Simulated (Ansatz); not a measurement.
N2O, singlet: energies of several shapes or isomers

Program: Ansatz, Gaussian basis, development build; OMP3 by scripts on PySCF. Basis cc-pVTZ, 3 core orbitals frozen, nonrelativistic. On stretched bonds single-reference methods can fail or change state.

Case A:

```json
{"atom": "N", "x (Å)": "0.0000", "y (Å)": "0.0000", "z (Å)": "-1.1957"}
{"atom": "N", "x (Å)": "0.0000", "y (Å)": "0.0000", "z (Å)": "-0.0751"}
{"atom": "O", "x (Å)": "0.0000", "y (Å)": "0.0000", "z (Å)": "1.1119"}
```

Case B:

```xyz
3

N     0.0000    0.0000   -1.2320
N     0.0000    0.0000   -0.0609
O     0.0000    0.0000    1.1312
```

Energy less that of case A, in eV:

| case | RCCSD | UOMP3 |
| --- | --- | --- |
| B | +0.151 | +0.226 |

Task: Give the RCCSD(T) energies against case A.

Result: B: +0.067 eV (1.5 kcal/mol).
